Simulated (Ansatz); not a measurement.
# Ta: one input, then a changed one

The cell is built from the bcc type as a first guess.

First run: DFT, PBE, PAW with Ansatz's default frozen-core files, scalar-relativistic (Ansatz 0.2.0).

```yaml
crystal:
  lattice:
    - [-1.630411721, 1.630411721, 1.630411721]
    - [1.630411721, -1.630411721, 1.630411721]
    - [1.630411721, 1.630411721, -1.630411721]
  atoms:
    - { symbol: Ta, position: [0.0, 0.0, 0.0] }
kpoints:
  mp_grid: { grid: [16, 16, 16] }
scf:
  occupations: { method: fermi_dirac, width: 0.08 }
hamiltonian:
  xc: pbe
  pseudopotentials: { kind: paw }
output:
  forces: true
  stress: true
relax:
  f_tol: 0.005
  max_steps: 80
  cell: {}
```

Result: converged; relaxed volume 18.312 Å³/atom; 26 SCF iterations in all.

Spin polarisation is left out, and whether a magnetic state lies lower isn't shown here.

No spin–orbit coupling, which matters for the heavy atoms here.

The input is then changed:

```diff
@@ -10,7 +10,9 @@
 scf:
   occupations: { method: fermi_dirac, width: 0.08 }
+  convergence: { dr2_threshold: 1.0e-06 }
 hamiltonian:
-  xc: pbe
+  xc: r2scan
   pseudopotentials: { kind: paw }
+  dispersion: d3bj
 output:
   forces: true
```

Problem. What does the second run give?

Solution. It converged; relaxed volume 17.836 Å³/atom; 21 SCF iterations in all.
